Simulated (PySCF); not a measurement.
Compound: tropyl radical, C7H7 (doublet state).
Numbering: `[CH:1]1[CH:2]=[CH:3][CH:4]=[CH:5][CH:6]=[CH:7]1` (hydrogens: H8 on C1; H9 on C2; H10 on C3; H11 on C4; H12 on C5; H13 on C6; H14 on C7)

Method: PySCF, PBE0-D3(BJ)/def2-SVP geometry optimisation, gas phase.

(1) What internal coordinates does the optimisation give?

Results:

(1) 
| bond | length (bohr) |
| --- | --- |
| C1–C2, C5–C6 | 2.707 |
| C2=C3, C4=C5 | 2.578 |
| C3–C4 | 2.743 |
| C1–C7, C6=C7 | 2.634 |
| C1–H8 and 6 like bonds | 2.068 |

Bonds in one row agree within 0.02 bohr and their mean is given. A selection of angles:
| angle | degrees |
| --- | --- |
| C2–C1–C7 | 127.2 |
| C2–C1–H8 | 116.1 |
| C7–C1–H8 | 116.6 |
| C1–C2–C3 | 129.5 |

Torsions: C7–C1–C2–C3 0° (synperiplanar); C1–C2–C3–C4 0° (synperiplanar); C2–C3–C4–C5 0° (synperiplanar); C3–C4–C5–C6 0° (synperiplanar); C4–C5–C6–C7 0° (synperiplanar); C5–C6–C7–C1 0° (synperiplanar); C2–C1–C7–C6 0° (synperiplanar).

The 7 heavy atoms lie in one plane (0.001 Å rms). The 7 C–C bonds span 1.363 Å (C4=C5, drawn double) to 1.451 Å (C3–C4, drawn single), a spread of 0.088 Å. C1 (carbon bonded to 2 C and H) is planar (angles 127.2°, 116.6° and 116.1°, sum 360.0°, 0.00 Å off the plane of its three neighbours). The 7-membered ring C1–C2–C3–C4–C5–C6–C7 has internal angles of 127.2° to 130.0° (sum 900°, against 900° for a flat polygon); it is planar, 0.00 Å rms from its mean plane, widest ring torsion 0°.

Point group: C2v (every atom within 0.08 Å of its image). PBE0-D3(BJ)/def2-SVP frequencies: not computed here. ⟨S²⟩ = 0.784 (exact for a doublet: 0.75).

Time: 84 s wall. Hardware: an Arm Neoverse N1 with one thread, shared host. This is the geometry optimisation.
